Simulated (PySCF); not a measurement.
BeH, SMILES [BeH+], charge +1.

Geometry optimised at PBE0-D3(BJ)/def2-TZVPD. The spin state was assumed, not searched.

Two levels are set side by side: TDDFT-PBE/def2-TZVPD (PySCF) and TDDFT-CAM-B3LYP/def2-TZVPD (PySCF). Vertical, same geometry. The lowest singlet is HOMO→LUMO 99 % with PBE and HOMO→LUMO 100 % with the other functional; states are paired by order. Differences are taken from unrounded values.

| quantity | TDDFT-CAM-B3LYP | TDDFT-PBE | TDDFT-PBE minus TDDFT-CAM-B3LYP |
|---|---|---|---|
| lowest singlet excitation (eV) | 5.43 | 5.19 | -0.23 |
| lowest triplet excitation (TDA) (eV) | 3.78 | 3.57 | -0.21 |
| first bright state (f over 0.05) (eV) | 5.43 | 5.19 | -0.23 |
| its oscillator strength | 0.13 | 0.13 | 0.00 |

Functionals without exact exchange tend to place singlet excitations lower, as here. Differences between two approximate levels are no errors against the true value.
